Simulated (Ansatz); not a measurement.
Geometry optimisation, RKS B3LYP-D4/6-31G* (Ansatz).

Input:

```yaml
crystal:
  periodic: [false, false, false]
  atoms:
    - { symbol: Si, position_ang: [0.18465, -0.049524, 0.171435] }
    - { symbol: Si, position_ang: [0.166714, -0.031, 2.430935] }
    - { symbol: H, position_ang: [-1.040093, -0.69215, 2.995586] }
    - { symbol: H, position_ang: [1.355668, -0.770516, 2.937722] }
    - { symbol: H, position_ang: [0.224326, 1.357692, 2.966276] }
    - { symbol: F, position_ang: [1.725361, -0.095533, -0.342016] }
    - { symbol: H, position_ang: [-0.444036, 1.163075, -0.41769] }
    - { symbol: H, position_ang: [-0.517121, -1.250258, -0.360558] }
    - { symbol: H, position_ang: [-2.422486, 0.270834, 0.627765] }
    - { symbol: H, position_ang: [-2.243183, 0.09738, 1.290644] }
basis:
  gaussian: { orbitals: "6-31G*" }
hamiltonian:
  xc: b3lyp
  dispersion: d4
relax:
  f_tol: 0.03
  max_steps: 50
```

Run as:

```bash
$ ansatz run input.yaml --threads 1 --pin off --max-ram 2048MiB --backend cpu --events-out ev --progress --plain --runs-dir out
```

Where does it end, and by what steps?

The forces met the threshold. The force dipped under the threshold on the way, but the program's further checks kept it going. After 16 steps the energy has fallen by 0.214 eV; H10 moved furthest, 0.91 Å.

```json
{"step": "0", "energy less start (eV)": "0.0000", "largest force component (eV/Å)": "1.323", "accepted": "yes"}
{"step": "1", "energy less start (eV)": "-0.1513", "largest force component (eV/Å)": "0.226", "accepted": "yes"}
{"step": "2", "energy less start (eV)": "-0.1831", "largest force component (eV/Å)": "0.129", "accepted": "yes"}
{"step": "3", "energy less start (eV)": "-0.1893", "largest force component (eV/Å)": "0.141", "accepted": "yes"}
{"step": "4", "energy less start (eV)": "-0.1951", "largest force component (eV/Å)": "0.156", "accepted": "yes"}
{"step": "5", "energy less start (eV)": "-0.2012", "largest force component (eV/Å)": "0.110", "accepted": "yes"}
{"step": "6", "energy less start (eV)": "-0.2072", "largest force component (eV/Å)": "0.039", "accepted": "yes"}
{"step": "7", "energy less start (eV)": "-0.2094", "largest force component (eV/Å)": "0.008", "accepted": "yes"}
{"step": "8", "energy less start (eV)": "-0.2101", "largest force component (eV/Å)": "0.065", "accepted": "yes"}
{"step": "9", "energy less start (eV)": "-0.2107", "largest force component (eV/Å)": "0.047", "accepted": "yes"}
{"step": "10", "energy less start (eV)": "-0.2109", "largest force component (eV/Å)": "0.029", "accepted": "yes"}
{"step": "11", "energy less start (eV)": "-0.2114", "largest force component (eV/Å)": "0.041", "accepted": "yes"}
{"step": "12", "energy less start (eV)": "-0.2120", "largest force component (eV/Å)": "0.056", "accepted": "yes"}
{"step": "13", "energy less start (eV)": "-0.2126", "largest force component (eV/Å)": "0.031", "accepted": "yes"}
{"step": "14", "energy less start (eV)": "-0.2131", "largest force component (eV/Å)": "0.047", "accepted": "yes"}
{"step": "15", "energy less start (eV)": "-0.2134", "largest force component (eV/Å)": "0.040", "accepted": "yes"}
{"step": "16", "energy less start (eV)": "-0.2137", "largest force component (eV/Å)": "0.026", "accepted": "yes"}
```

```xyz
10
Properties=species:S:1:pos:R:3
Si 0.319 -0.006 0.199
Si 0.423 0.000 2.542
H -0.956 -0.162 3.086
H 1.261 -1.124 3.044
H 0.985 1.280 3.053
F 1.814 0.098 -0.424
H -0.478 1.149 -0.301
H -0.306 -1.263 -0.295
H -2.996 0.189 0.373
H -3.077 -0.160 1.024
```

Whether the end is a true minimum wasn't checked by a vibrational analysis.

Run time: 51 s on 1 thread of Intel(R) Xeon(R) Platinum 8259CL CPU @ 2.50GHz (Skylake/Cascade Lake), with other jobs on the host, peak memory 0.16 GiB.
